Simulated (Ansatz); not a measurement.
Basis-set extrapolation for H3OPS (`OPS`) (PBE0-D4/def2-TZVP geometry, frozen core, the Gaussian-basis code of Ansatz). Multiplicity 1, RHF reference.

```tsv
	def2-TZVPP	def2-QZVPP
HF	-814.964943	-814.990771
MP2 correlation	-0.573109	-0.622241
CCSD(T) correlation	-0.633574	not run
```

Energies in hartree. Use E(X) = E(∞) + A·exp(−7.88·√X) for Hartree–Fock and E(X) = E(∞) + B·X^(−2.97) for correlation, with X = 3 and 4, and add CCSD(T) minus MP2 of the smaller set to the MP2 limit.

**Question.** What is the CCSD(T) energy at the basis-set limit?

**Answer.** HF limit: -814.990771 + (-0.025828) × 0.13774 = -814.99433. MP2 limit: -0.622241 + (-0.049132) × 0.74074 = -0.65864. Higher-order term: -0.633574 − (-0.573109) = -0.06046. Total: -815.71343 hartree, 72.1 kcal/mol below CCSD(T)/def2-TZVPP.
